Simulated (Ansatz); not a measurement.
in.yaml

```yaml
crystal:
  periodic: [false, false, false]
  atoms:
    - {symbol: Ge, position_ang: [-0.908669, -0.006500, 0.004177]}
    - {symbol: F, position_ang: [3.687165, 0.026375, -0.016949]}
    - {symbol: H, position_ang: [-1.348094, 1.462365, 0.007117]}
    - {symbol: H, position_ang: [-1.326442, -0.746331, 1.280415]}
    - {symbol: H, position_ang: [-1.338172, -0.744738, -1.269086]}
basis:
  gaussian: {orbitals: cc-pVDZ}
magnetization: {spin_polarized: true, initial_magnetization: 0}
correlation: {method: ccsdt_q, electrons: outside_noble_gas}
```

```sh
$ ansatz run in.yaml --threads 1 --pin off --events-out ev --progress --plain --max-ram 2393MiB
```

(1) Roughly how long does this take on 1 thread of Intel Xeon 6975P-C, shared host, and how much host memory?

```
1012 factors; integrals over basis functions are off by at most 1.3e-7 eV
mean field evaluation 1: about -59215.0090 eV, gradient 3.0e1 eV
mean field evaluation 2: about -59215.0104 eV, gradient 3.0e1 eV
mean field evaluation 4: about -59217.2699 eV, gradient 1.6e1 eV
mean field evaluation 8: about -59218.2521 eV, gradient 1.3e0 eV
mean field evaluation 16: about -59218.5903 eV, gradient 2.4e-2 eV
mean field evaluation 32: about -59217.2185 eV, gradient 1.6e1 eV
mean field evaluation 64: about -59218.5902 eV, gradient 3.8e-2 eV
mean field evaluation 96: about -59223.1172 eV, gradient 2.5e-5 eV
mean field evaluation 128: about -59223.1197 eV, gradient 2.5e-2 eV
mean field evaluation 160: about -59223.1132 eV, gradient 5.0e-1 eV
...
cycle  33  -7.38750227 eV  change    2.7e-8 eV  update   5.4e-6
cycle  34  -7.38750220 eV  change    7.1e-8 eV  update   4.1e-6
cycle  35  -7.38750222 eV  change   -1.8e-8 eV  update   2.9e-6
cycle  36  -7.38750239 eV  change   -1.8e-7 eV  update   1.1e-5
cycle  37  -7.38750267 eV  change   -2.8e-7 eV  update   8.4e-6
cycle  38  -7.38750297 eV  change   -3.0e-7 eV  update   5.7e-6
cycle  39  -7.38750320 eV  change   -2.3e-7 eV  update   3.4e-6
cycle  40  -7.38750321 eV  change   -8.6e-9 eV  update   4.1e-6
cycle  41  -7.38750313 eV  change    7.8e-8 eV  update   2.8e-6
cycle  42  -7.38750311 eV  change    2.5e-8 eV  update   2.0e-7
perturbative correction -0.00433147 eV, -0.0001591785 hartree
Total energy: -59230.51276826 eV, -2176.6811963500 hartree
```

## Answers

(1) 55 s wall and 0.65 GiB.
